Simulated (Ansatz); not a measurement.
```xyz
3

Si    0.0003    0.0025   -0.0842
H    -0.0483    1.0835    0.9413
H    -0.0274   -1.1293    0.9136
```

RHF on singlet SiH2 was run in several spherical basis sets with Ansatz (development build ahead of 0.2.0).

Question: Rank the basis sets by the total energy that they give, lowest first, with the distance from the lowest.
A. STO-3G
B. 6-31G
C. aug-cc-pVDZ

Answer: C (0.00 eV), B (1.35 eV), A (91.27 eV).

Totals follow the description of the cores as much as that of the bonds, so this order isn't one of quality for chemistry.
